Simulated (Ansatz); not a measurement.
`C/C=C/O`. Total charge 0; spin multiplicity 1.

```csv
atom,x (Å),y (Å),z (Å)
C1,-0.494,0.791,1.085
C2,-0.052,-0.326,0.201
C3,0.418,-0.149,-1.028
O4,0.837,-1.111,-1.886
H5,0.085,0.825,2.013
H6,-0.378,1.756,0.586
H7,-1.546,0.688,1.370
H8,-0.122,-1.339,0.597
H9,0.511,0.836,-1.474
H10,0.743,-1.971,-1.464
```

Problem. List the harmonic frequencies (cm⁻¹, unscaled) at PBE0-D4/def2-TZVP in Ansatz. (Best estimate.)

Solution. The calculation gave: 208, 270, 295, 447, 546, 814, 936, 968, 1063, 1116, 1152, 1272, 1335, 1388, 1418, 1470, 1492, 1758, 3033, 3085, 3118, 3139, 3195, 3838.

Problem. Is this a minimum?

Solution. Yes, all 24 modes are real.

Problem. Give the ideal-gas thermochemistry at 298.15 K and 1 bar (rigid rotor, harmonic oscillator; point group Cs, symmetry number 1).

Solution. Zero-point energy 223.4 kJ/mol; H(298) − E = 239.1 kJ/mol; entropy 289.1 J/(mol·K), of which translation 159.5, rotation 99.5, vibration 30.1; G(298) − E = 152.9 kJ/mol.

Problem. And at 400, 500, 600, 800 and 1000 K?

Solution. 
| T (K) | H − E (kJ/mol) | S (J/mol/K) | G − E (kJ/mol) |
| --- | --- | --- | --- |
| 400 | 248.0 | 314.8 | 122.1 |
| 500 | 258.6 | 338.3 | 89.4 |
| 600 | 270.7 | 360.4 | 54.5 |
| 800 | 298.8 | 400.5 | -21.7 |
| 1000 | 330.7 | 436.1 | -105.4 |
